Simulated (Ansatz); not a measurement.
## Other spins and charges of H$_{2}$B–CH, triplet at one geometry

Geometry (PBE0/def2-TZVP stationary point for this spin, not checked as a minimum):

```yaml
atoms:
  - { symbol: B, position_ang: [0.0000, 0.0504, 0.7398] }
  - { symbol: C, position_ang: [0.0000, -0.1015, -0.7490] }
  - { symbol: H, position_ang: [0.0000, 1.1489, 1.2274] }
  - { symbol: H, position_ang: [0.0000, -0.9087, 1.4552] }
  - { symbol: H, position_ang: [0.0000, 0.4289, -1.6923] }
```

Basis cc-pVDZ; Ansatz 0.2.0. Only valence electrons are correlated (noble-gas cores frozen). R marks a restricted (for open shells ROHF) determinant, U an unrestricted one. Active spaces: valence = (10e, 11o) chosen from the atoms' valence shells.

Gaps are energies of the second state less the first, at fixed atoms, for a selection of the levels run; each method lands on the state that its own search finds for that charge and spin.

For open shells CISD is restricted-active-space CI with the open shells as a complete middle space.

Removing an electron, to the quartet: 12.613 eV at UCCSDT(Q).

| level | gap (eV) | error (meV) |
| --- | --- | --- |
| UHF | 11.964 | -649 |
| RMP2 | 12.625 | 12 |
| RCCSD | 12.629 | 16 |
| RCCSD(T) | 12.621 | 8 |
| UCCSD(T) | 12.619 | 6 |
| UCCSDT | 12.614 | 1 |
| NEVPT2 (valence space) | 12.375 | -238 |
| r2SCAN | 12.454 | -159 |
| PBE0 | 12.517 | -96 |
| B2PLYP | 12.573 | -40 |

Removing an electron, to the doublet: 9.626 eV at UCCSDT(Q).

```
                 level  gap (eV)  error (meV)
                   RHF     9.449         -177
              RCCSD(T)     9.653           27
              UCCSD(T)     9.654           28
               BCCD(T)     9.656           30
CASSCF (valence space)     8.871         -755
NEVPT2 (valence space)     9.421         -205
                   PBE     9.527          -99
                r2SCAN     9.753          127
                  PBE0     9.778          152
                B2PLYP     9.660           34
```

Quintet less triplet: 7.074 eV at UCCSDT(Q).

```
                 level  gap (eV)  error (meV)
                  CISD     7.068           -6
                 RCCSD     7.089           15
              UCCSD(T)     7.078            4
                RCCSDT     7.076            2
                UCCSDT     7.075            1
             RCCSDT(Q)     7.075            1
CASSCF (valence space)     7.174          100
                  PBE0     6.785         -289
                 B3LYP     6.980          -94
               wB97M-V     7.111           37
```

In so small a basis the reference is far from its limit while semilocal and hybrid functionals are nearer theirs (RPA and double hybrids share much of the reference's basis error), so the functionals' errors here hold much of the reference's basis and frozen-core error, which can add to them or hide them.

Full CI isn't at hand for all of this; UCCSDT(Q) serves as the reference, and is uncertain by about the last step of the cluster series. The frozen core follows each run's orbitals, which can shift R against U totals by a few meV.
